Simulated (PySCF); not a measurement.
# H3NO (hydroxylamine): CCSDTQ/STO-6G

Aim: the energy change on altering one bond length of H3NO (hydroxylamine) at CCSDTQ/STO-6G, from 2 runs. Input form: a Python script.

The results are computed with PySCF 2.14.0.

8 further runs of the same task are left out: 8 set aside as unsound or not needed.

### 1 The molecule

H3NO has 5 atoms, charge 0, and is taken as a singlet. As SMILES, `NO`. Geometry: relaxed at PBE0-D4/def2-TZVP. This is one conformer, not always the lowest.

Bond lengths: N1–O2 1.422 Å, N1–H3 1.016 Å, N1–H4 1.016 Å, O2–H5 0.960 Å. Angles: N1–O2–H5 102.8°, O2–N1–H3 104.5°, O2–N1–H4 104.5°, H3–N1–H4 106.0°.

### 2 The energy at CCSDTQ/STO-6G

input.xyz reads:

```xyz
5
H3NO
N     -0.165120    -0.361290    -0.321170
O      0.364460     0.666040     0.508060
H     -0.162690    -1.190020     0.266770
H     -1.141650    -0.109840    -0.446210
H      1.105010     0.995100    -0.007440
```

input.py reads:

```python
from pyscf import gto, scf, cc

mol = gto.M(
    atom='input.xyz',
    verbose=4,
    charge=0,
    basis='sto-6g',
    max_memory=1860,
)

mf = scf.RHF(mol)
mf.conv_tol = 1e-10
mf.kernel()
if not mf.converged:
    mf = mf.newton().run(mf.mo_coeff, mf.mo_occ)

mycc = cc.CCSDTQ(mf, frozen=2)
mycc.kernel()
energy = mycc.e_tot
print(f'total energy: {energy:.8f} hartree')
```

Started as:

```console
$ OMP_NUM_THREADS=1 python input.py
```

Standard output:

```text
PySCF version 2.14.0

[INPUT] num. atoms = 5
[INPUT] num. electrons = 18
[INPUT] charge = 0
[INPUT] spin (= nelec alpha-beta = 2S) = 0
[INPUT] symmetry False subgroup None
[INPUT] Mole.unit = angstrom
[INPUT] Symbol           X                Y                Z      unit          X                Y                Z       unit  Magmom
[INPUT]  1 N     -0.165120000000  -0.361290000000  -0.321170000000 AA   -0.312031577688  -0.682739151544  -0.606923339427 Bohr   0.0
[INPUT]  2 O      0.364460000000   0.666040000000   0.508060000000 AA    0.688729583359   1.258633188005   0.960094254847 Bohr   0.0
[INPUT]  3 H     -0.162690000000  -1.190020000000   0.266770000000 AA   -0.307439543205  -2.248811882755   0.504122238250 Bohr   0.0
[INPUT]  4 H     -1.141650000000  -0.109840000000  -0.446210000000 AA   -2.157405830110  -0.207567517522  -0.843214694042 Bohr   0.0
[INPUT]  5 H      1.105010000000   0.995100000000  -0.007440000000 AA    2.088166264906   1.880466466555  -0.014059562367 Bohr   0.0

nuclear repulsion = 39.5936664123675
number of shells = 9
number of NR pGTOs = 78
number of NR cGTOs = 13
basis = sto-6g
ecp = {}

******** <class 'pyscf.scf.hf.RHF'> ********
method = RHF
initial guess = minao
damping factor = 0
level_shift factor = 0
DIIS = <class 'pyscf.scf.diis.CDIIS'>
diis_start_cycle = 1
diis_space = 8
diis_damp = 0
SCF conv_tol = 1e-10
SCF conv_tol_grad = None
SCF max_cycles = 50
direct_scf = True
direct_scf_tol = 1e-13
Set gradient conv threshold to 1e-05
Initial guess from minao.
init E= -130.568991213347
  HOMO = -0.239792733933062  LUMO = 0.270961736413932  gap/eV = 13.89834
cycle= 1 E= -130.465566005789  delta_E= 0.103  |g|= 0.299  |ddm|= 2.65
  HOMO = -0.282239140185377  LUMO = 0.593371854677518  gap/eV = 23.82659
cycle= 2 E= -130.501000232092  delta_E= -0.0354  |g|= 0.0639  |ddm|= 0.495
  HOMO = -0.331793008805375  LUMO = 0.54584222462751  gap/eV = 23.88167
cycle= 3 E= -130.50246422751  delta_E= -0.00146  |g|= 0.0171  |ddm|= 0.0862
  HOMO = -0.342978060273198  LUMO = 0.537873578784739  gap/eV = 23.96919
cycle= 4 E= -130.502654958805  delta_E= -0.000191  |g|= 0.00503  |ddm|= 0.0433
  HOMO = -0.341323739495746  LUMO = 0.539675140274778  gap/eV = 23.97320
cycle= 5 E= -130.50267396659  delta_E= -1.9e-05  |g|= 0.00102  |ddm|= 0.0162
  HOMO = -0.341440801701019  LUMO = 0.539660045356474  gap/eV = 23.97598
cycle= 6 E= -130.502674901399  delta_E= -9.35e-07  |g|= 0.000126  |ddm|= 0.00408
  HOMO = -0.341450529085476  LUMO = 0.539664570659663  gap/eV = 23.97636
cycle= 7 E= -130.502674915706  delta_E= -1.43e-08  |g|= 2.08e-05  |ddm|= 0.000437
  HOMO = -0.341448340135269  LUMO = 0.539658718458224  gap/eV = 23.97614
cycle= 8 E= -130.50267491606  delta_E= -3.54e-10  |g|= 2.95e-06  |ddm|= 7.6e-05
  HOMO = -0.341448665648383  LUMO = 0.539659023585959  gap/eV = 23.97616
cycle= 9 E= -130.502674916066  delta_E= -6.14e-12  |g|= 4.4e-07  |ddm|= 8.83e-06
  HOMO = -0.341448524429106  LUMO = 0.539658894401924  gap/eV = 23.97615
Extra cycle  E= -130.502674916066  delta_E= -1.71e-13  |g|= 1.71e-07  |ddm|= 8.05e-07
converged SCF energy = -130.502674916066

******** <class 'pyscf.cc.rccsdtq.RCCSDTQ'> ********
RCCSDTQ nocc = 7, nmo = 11
Allocating only the i<=j<=k<=l part of the T4 amplitude in memory
frozen orbitals 2
max_cycle = 50
conv_tol = 1e-07
conv_tol_normt = 1e-06
diis with the T4 amplitude
diis_space = 6
diis_start_cycle = 0
diis_start_energy_diff = 1e+09
einsum_backend: numpy
_make_eris_incore_RCCSDTQ
blksize  4
Approximate memory usage estimate
    T4 memory                 420 KB
    R4 memory                 420 KB
    Symmetrized T4 memory     336 KB
    ERIs memory               114 KB
    T1-ERIs memory            114 KB
    Intermediates memory      196 KB
Init t2, MP2 energy = -130.584967593407  E_corr(MP2) -0.082292677341
Init E_corr(RCCSDTQ) = -0.0822926773407029
cycle =  1  E_corr(RCCSDTQ) = -0.101903998172  dE = -1.961132083175e-02  norm(d tamps) = 5.12401809e-02
cycle =  2  E_corr(RCCSDTQ) = -0.108427582728  dE = -6.523584555765e-03  norm(d tamps) = 2.00925668e-02
cycle =  3  E_corr(RCCSDTQ) = -0.112504762667  dE = -4.077179938375e-03  norm(d tamps) = 8.98677024e-03
cycle =  4  E_corr(RCCSDTQ) = -0.112688962151  dE = -1.841994843877e-04  norm(d tamps) = 1.88949461e-03
cycle =  5  E_corr(RCCSDTQ) = -0.112669440388  dE =  1.952176290550e-05  norm(d tamps) = 9.27517877e-04
cycle =  6  E_corr(RCCSDTQ) = -0.112663870349  dE =  5.570039164002e-06  norm(d tamps) = 2.08495295e-04
cycle =  7  E_corr(RCCSDTQ) = -0.112662482390  dE =  1.387959236196e-06  norm(d tamps) = 8.92167959e-05
cycle =  8  E_corr(RCCSDTQ) = -0.112662906029  dE = -4.236396630442e-07  norm(d tamps) = 3.22721766e-05
cycle =  9  E_corr(RCCSDTQ) = -0.112662649905  dE =  2.561248294147e-07  norm(d tamps) = 1.38415998e-05
cycle = 10  E_corr(RCCSDTQ) = -0.112662989364  dE = -3.394593378475e-07  norm(d tamps) = 6.48793137e-06
cycle = 11  E_corr(RCCSDTQ) = -0.112663104119  dE = -1.147551885877e-07  norm(d tamps) = 2.67162303e-06
cycle = 12  E_corr(RCCSDTQ) = -0.112663174564  dE = -7.044518303412e-08  norm(d tamps) = 1.01777515e-06
cycle = 13  E_corr(RCCSDTQ) = -0.112663200514  dE = -2.594997207395e-08  norm(d tamps) = 4.37764860e-07
RCCSDTQ converged
E(RCCSDTQ) = -130.6153381165806   E_corr = -0.1126632005141951
E_corr(same-spin) = -0.00564158190883748
E_corr(oppo-spin) = -0.107021618605358
total energy: -130.61533812 hartree
```

Run time: 5.7 s. Hardware: 1 thread of Arm Neoverse V1, shared host; peak memory 0.12 GiB.

### 3 The distorted shape

calc.py reads:

```python
from pyscf import gto, scf, cc

system = gto.M(
    atom=[
    ('N', (-1.053813, -0.756177, 0.297453)),
    ('O', (-0.524233, 0.271153, 1.126683)),
    ('H', (-1.051383, -1.584907, 0.885393)),
    ('H', (-2.030343, -0.504727, 0.172413)),
    ('H', (1.105010, 0.995100, -0.007440)),
],
    basis='sto-6g',
    spin=0,
    max_memory=1860,
    verbose=3,
    charge=0,
)

mf = scf.RHF(system)
mf.conv_tol = 1e-10
mf.kernel()
if not mf.converged:
    mf = mf.newton().run(mf.mo_coeff, mf.mo_occ)

mycc = cc.CCSDTQ(mf, frozen=2)
mycc.kernel()
energy = mycc.e_tot
print('E(%s) = %.9f' % ('CCSDTQ', energy))
```

Started as:

```console
$ OMP_NUM_THREADS=1 python calc.py
```

Standard output:

```text
converged SCF energy = -130.211939381128
_make_eris_incore_RCCSDTQ
RCCSDTQ converged
E(RCCSDTQ) = -130.4990164018564   E_corr = -0.2870770207282936
E_corr(same-spin) = -0.00902011162323097
E_corr(oppo-spin) = -0.278056909105063
E(CCSDTQ) = -130.499016402
```

Run time: 9.3 s. Hardware: 1 thread of Arm Neoverse V1, shared host; peak memory 0.12 GiB.

### 4 Outcome

At CCSDTQ/STO-6G, 2 core orbitals frozen:

| quantity | value |
| --- | --- |
| first shape: total energy | -130.61534 Eh |
| first shape: dipole moment (Hartree–Fock density) | 0.40 D |
| first shape: HOMO energy (Hartree–Fock orbitals) | -9.29 eV |
| first shape: LUMO energy (Hartree–Fock orbitals) | 14.68 eV |
| first shape: HOMO–LUMO gap (Hartree–Fock orbitals) | 23.98 eV |
| first shape: correlation energy (2 core orbitals frozen) | -112.7 mEh |
| first shape: T1 diagnostic | 0.006 |
| distorted shape: total energy | -130.49902 Eh |
| distorted shape: dipole moment (Hartree–Fock density) | 1.58 D |
| distorted shape: HOMO energy (Hartree–Fock orbitals) | -6.27 eV |
| distorted shape: LUMO energy (Hartree–Fock orbitals) | 2.83 eV |
| distorted shape: HOMO–LUMO gap (Hartree–Fock orbitals) | 9.10 eV |
| distorted shape: correlation energy (2 core orbitals frozen) | -287.1 mEh |
| distorted shape: T1 diagnostic | 0.012 |
| energy change with the O2–H5 bond stretched from 0.960 to 2.113 Å | 3.165 eV |

With the O2–H5 bond stretched from 0.960 to 2.113 Å the energy rises by 3.17 eV (305 kJ/mol). The first shape isn't relaxed at this level, so the change isn't measured from a minimum. The minimal basis adds a large error of its own. Mulliken charges (first shape) of the mean-field density run from -0.31 on N1 to +0.22 on H5; they depend strongly on the basis. Mulliken charges (distorted shape) of the mean-field density run from -0.30 on N1 to +0.18 on H3.
